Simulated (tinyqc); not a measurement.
Inside a calculation. Method: extended Hueckel theory, for HF-. The parameters take no account of the charge, which enters only through the electron count, and nothing here shows that the anion is bound. One step of it, computed by the program tinyqc.

Problem. Wolfsberg-Helmholz matrix. H_ij = K' S_ij (H_ii + H_jj)/2 for i != j (the diagonal keeps H_ii), with K' = 2.

overlap S, lower triangle:
```
           1F 2s    1F 2px    1F 2py    1F 2pz     2H 1s
1F 2s   1.000000
1F 2px  0.000000  1.000000
1F 2py  0.000000  0.000000  1.000000
1F 2pz  0.000000  0.000000  0.000000  1.000000
2H 1s   0.503457  0.000000  0.000000  0.398967  1.000000
```

diagonal H_ii (eV): 1F 2s -40.000000, 1F 2px -18.100000, 1F 2py -18.100000, 1F 2pz -18.100000, 2H 1s -13.600000

K = 2.000000

Give: H.

Solution.

H (eV), lower triangle:
```
           1F 2s    1F 2px    1F 2py    1F 2pz     2H 1s
1F 2s   -40.0000
1F 2px    0.0000  -18.1000
1F 2py    0.0000    0.0000  -18.1000
1F 2pz    0.0000    0.0000    0.0000  -18.1000
2H 1s   -26.9853    0.0000    0.0000  -12.6473  -13.6000
```
